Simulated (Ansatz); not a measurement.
Compare A (`CC1(F)CC1`) with its isomer B (`C=C(C)CF`).

Isolated molecules relaxed with PBE0-D4/def2-TZVP in Ansatz; ΔE leaves out vibrations. CCSD(T)/CBS is the MP2 limit (def2-TZVPP, def2-QZVPP) plus CCSD(T) − MP2 in def2-TZVPP, frozen cores. Functionals use def2-TZVPP. One conformer a species, not always the lowest.

A:

Z-matrix (Å, degrees):
```
C
C 1 1.492
H 1 1.092 2 110.5
H 1 1.092 2 110.5 3 120.3
H 1 1.091 2 110.3 3 -119.9
F 2 1.376 1 111.4 3 -60.1
C 2 1.485 1 122.8 3 157.2
C 2 1.485 1 122.8 3 82.5
H 7 1.082 2 116.7 1 140.7
H 7 1.083 2 118.4 1 -3.8
H 8 1.083 2 118.4 1 3.8
H 8 1.082 2 116.7 1 -140.7
```

B:

Z-matrix (Å, degrees):
```
C
C 1 1.495
H 1 1.095 2 111.2
H 1 1.095 2 111.2 3 -118.9
H 1 1.090 2 111.1 3 120.6
C 2 1.494 1 114.1 3 59.7
C 2 1.326 1 123.8 3 -120.3
F 6 1.375 2 112.8 1 -179.8
H 6 1.097 2 110.2 1 -59.2
H 6 1.098 2 110.2 1 59.6
H 7 1.084 2 120.9 1 -0.0
H 7 1.082 2 121.2 1 180.0
```

Which isomer does CCSD(T)/CBS put lower? Give the gap. (An estimate is asked.)

Computed: B, by 5.4 kcal/mol.

Give E(B) − E(A) in kcal/mol with PBE-D4, CCSD/def2-TZVPP, CCSD(T)/def2-SVP, BLYP-D4, CCSD(T)/def2-TZVPP, r2SCAN-D4, PBE0-D4. (Estimate.)

Ansatz gave: PBE-D4 -2.9, CCSD/def2-TZVPP -5.0, CCSD(T)/def2-SVP -3.7, BLYP-D4 -8.4, CCSD(T)/def2-TZVPP -5.2, r2SCAN-D4 -2.9, PBE0-D4 -1.6. None reverses the order clearly.

Does the order hold for the free energy at 298.15 K (harmonic terms from PBE0-D4)? (An estimate is asked.)

Ansatz gave: Yes: G(B) − G(A) = -6.4 kcal/mol, for one conformer each.

Largest T1 diagnostic: 0.010.

In def2-TZVPP, CCSD(T) changes the Hartree–Fock value by +2.4 kcal/mol (the triples alone add −0.2 kcal/mol) and MP2 by +4.5 kcal/mol. From PBE to PBE0 (25 % exact exchange), in def2-TZVPP and without D4, E(B) − E(A) moves by +1.3 kcal/mol.
